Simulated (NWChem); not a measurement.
Species: C2H3O, doublet; SMILES C[C]=O

```xyz
6

C      0.1025     1.1659     0.0000
C     -0.4294    -0.2428     0.0000
O      0.1734    -1.2729     0.0000
H     -0.2963     1.6970     0.8879
H     -0.2963     1.6970    -0.8879
H      1.2141     1.1921     0.0000
```
Atoms are numbered in this order, from 1.

All runs: NWChem. Spin-unrestricted. In the optimisation the excess spin sits in a' (Cs, its own frame). All runs use the structure optimised with PBE-D3(BJ)/def2-SVP, spin-unrestricted. No stability test was run on the SCF state. Level: PBE0/def2-SVP with SMD (1 M gas to 1 M solution), gas-phase geometry. Reactions with the solvent are ignored.

Question: Among these, which solvent gives the highest value of “solvation free energy (kcal/mol)”?
A. ethanol
B. water
C. acetone
D. benzene

Answer: B, water. Values: acetone -3.4; benzene -2.4; ethanol -1.7; water -0.4
